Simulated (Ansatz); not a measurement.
## Ansatz (development build ahead of 0.2.0) run

```yaml
crystal:
  periodic: [false, false, false]
  atoms:
    - { symbol: C, position_ang: [0.12816, -0.66558, 0.17597] }
    - { symbol: C, position_ang: [-0.16574, 0.73619, -0.24705] }
    - { symbol: H, position_ang: [0.6661, 1.37907, -0.57523] }
    - { symbol: H, position_ang: [-1.11668, 1.15492, -0.02812] }
    - { symbol: H, position_ang: [1.17489, -0.84041, 0.02453] }
    - { symbol: H, position_ang: [-0.16193, -0.79039, 1.20672] }
    - { symbol: H, position_ang: [-0.46798, -1.47946, -0.30661] }
basis:
  gaussian: { orbitals: def2-SVP }
magnetization:
  spin_polarized: true
  initial_magnetization: 1
hamiltonian:
  xc: hf
correlation:
  method: mp2
  frozen_orbitals: { C: 1, H: 0 }
output:
  forces: true
```

The input is written out in the form of the current development build from the run's settings.

Output:

| Property | Result |
| --- | --- |
| Converged | yes |
| Reference energy | -78.53849 hartree |
| Correlation energy | -0.26733 hartree |
| Total energy | -78.80582 hartree |
| Spin squared of the determinant | 0.763 |
| Stability test | minimum |

Forces (eV/Å):
| atom | Fx | Fy | Fz |
| --- | --- | --- | --- |
| C1 | -1.037 | 0.160 | -0.673 |
| C2 | 1.103 | -0.597 | -0.377 |
| H3 | -0.505 | -0.127 | 0.097 |
| H4 | -0.946 | 0.637 | 0.091 |
| H5 | 0.846 | -0.591 | 0.121 |
| H6 | 0.225 | -0.077 | 1.058 |
| H7 | 0.313 | 0.596 | -0.317 |
